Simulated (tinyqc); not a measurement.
Worked calculation: UHF in the sto-3g basis, for H2O, spin multiplicity 1. One step of it, computed by the program tinyqc.

Task: Iteration 2: DIIS coefficients. Solve [B -1; -1 0][c; lambda] = [0; -1] for the coefficients, which sum to one.

B (overlaps of the stored error matrices):
```
               1              2
1  7.5922566e-01  7.6316912e-02
2  7.6316912e-02  7.1323260e-02
```

Give: DIIS coefficients.

Result:

DIIS coefficients: -0.007  1.007
